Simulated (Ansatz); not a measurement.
Relaxation of AlH₃O (5 atoms, charge 0, multiplicity 1), to a largest force component of 0.02 eV/Å in at most 40 steps.

Level of theory: RKS PBE/def2-SVP in Ansatz.

```xyz
5
Properties=species:S:1:pos:R:3:forces:R:3
Al 0.000 0.000 0.000 -1.01 0.07 -0.62
H 0.000 0.000 1.560 -0.09 -0.04 0.57
H 1.351 0.000 -0.780 0.38 0.10 -0.37
O -1.542 0.000 -0.890 0.26 -1.57 0.75
H -2.051 -0.847 -0.681 0.47 1.44 -0.33
```

Task: Where does it end, and by what steps?

Result: It converged. After 6 steps the energy has fallen by 0.288 eV; O4 moved furthest, 0.42 Å.

```csv
step,energy less start (eV),largest force component (eV/Å),accepted
0,0.0000,1.569,yes
1,-0.0284,2.061,yes
2,-0.2287,1.503,yes
3,-0.2582,0.878,yes
4,-0.2867,0.111,yes
5,-0.2881,0.030,yes
6,-0.2882,0.018,yes
```

```xyz
5
Properties=species:S:1:pos:R:3
Al 0.040 -0.067 -0.003
H -0.054 -0.064 1.595
H 1.370 0.188 -0.837
O -1.359 -0.367 -0.962
H -2.238 -0.536 -0.585
```

Whether the end is a true minimum wasn't checked by a vibrational analysis.

The run took 7.3 s on 1 thread of Arm Neoverse V1, on a shared host, peak memory 0.1 GiB.
